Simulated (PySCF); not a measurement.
# CH4, singlet: reading a ladder of total energies

Geometry: MP2(full)/6-31G*, from the G2/97 set.

| atom | x (Å) | y (Å) | z (Å) |
| --- | --- | --- | --- |
| C | 0.0000 | 0.0000 | 0.0000 |
| H | 0.6291 | 0.6291 | 0.6291 |
| H | -0.6291 | -0.6291 | 0.6291 |
| H | 0.6291 | -0.6291 | -0.6291 |
| H | -0.6291 | 0.6291 | -0.6291 |

Basis 6-31G* (Cartesian d functions); PySCF 2.14.0. Only valence electrons are correlated (noble-gas cores frozen), which leaves 8 electrons in 22 orbitals. R marks a restricted (for open shells ROHF) determinant.

Full CI isn't at hand for all of this; RCCSDT(Q) serves as the reference, and is uncertain by about the last step of the cluster series.

| level | total energy (hartree) |
| --- | --- |
| RHF | -40.195073 |
| RMP2 | -40.332552 |
| RCCSD | -40.353014 |
| RCCSD(T) | -40.355851 |
| RCCSDT | -40.356220 |
| RCCSDT(Q) | -40.356293 |

Problem. What is the correlation energy at RCCSDT(Q), and what share of it do RMP2 and RCCSD(T) recover?

Solution. E(corr) = -40.356293 − (-40.195073) = -0.161220 hartree = -4.387 eV. RMP2: -0.137479 / -0.161220 = 85.27 %. RCCSD(T): -0.160778 / -0.161220 = 99.73 %.

Problem. By how many kcal/mol does RCCSD(T) miss RCCSDT(Q) (1 hartree = 627.509 kcal/mol), and which steps make up the rest?

Solution. -40.355851 − (-40.356293) = 0.000442 hartree = 0.28 kcal/mol. Steps: RCCSDT − RCCSD(T) = -0.23, RCCSDT(Q) − RCCSDT = -0.05 kcal/mol. That is within 1 kcal/mol of the reference in this basis, which itself misses far more of the correlation at the basis-set limit.
